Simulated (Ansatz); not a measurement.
Cost and result up the ladder for Li₂F (the lowest doublet isomer of a short search) (3 atoms). Total charge 0; doublet. Geometry: B3LYP-D4/def2-TZVP.

Cartesian coordinates in Å:
```
Li -1.1860 0.6774 0.3756
Li 1.2905 -0.5408 0.2212
F -0.1044 -0.1367 -0.5968
```

Ansatz on 4 threads of Arm Neoverse V2 on a shared host. Times are rough, and most runs start from the orbitals of an earlier one. PBE0-D4/def2-TZVP serves as the yardstick here, not as an exact answer. Differences are given only for rows in sets of like size (and for xTB, whose basis is part of the method), since another set adds its own error. Binding counts from free atoms at the same level (Li doublet, F doublet; other spins of the atoms weren't run), without zero-point energy or a counterpoise term.

B3LYP takes the VWN-RPA correlation. Correlated methods freeze 1 core orbital; core or outer-core shells of Li are correlated, in sets that lack core-valence functions. The structure comes from a short search, and lower isomers may exist.

Correlated methods converge slowly with the basis.

```csv
level,functions,wall time,binding energy per atom (eV),difference from PBE0-D4/def2-TZVP (eV)
HF/STO-3G,15,0.05 s,1.62,–
HF/6-31G,27,0.1 s,1.73,–
B3LYP-D4/6-31G,27,0.3 s,2.45,–
PBE0-D4/def2-SVP,32,0.3 s,2.46,–
BLYP-D4/def2-TZVP,59,0.35 s,2.51,0.13
B3LYP-D4/def2-TZVP,59,0.35 s,2.46,0.08
BHLYP-D4/def2-TZVP,59,0.4 s,2.34,-0.04
PBE-QIDH/def2-TZVP,59,0.4 s,2.36,-0.03
RPA@PBE/def2-TZVP,59,0.4 s,2.15,-0.24
PBE0-D4/def2-TZVP,59,0.45 s,2.38,0.00
PBE-D4/def2-TZVPD,74,0.55 s,2.51,0.12
CCSD(T)/def2-TZVPP,69,0.65 s,2.38,-0.01
r2SCAN-D4/def2-TZVP,59,0.75 s,2.44,0.05
r2SCAN-D4/def2-TZVPD,74,0.9 s,2.45,0.07
```
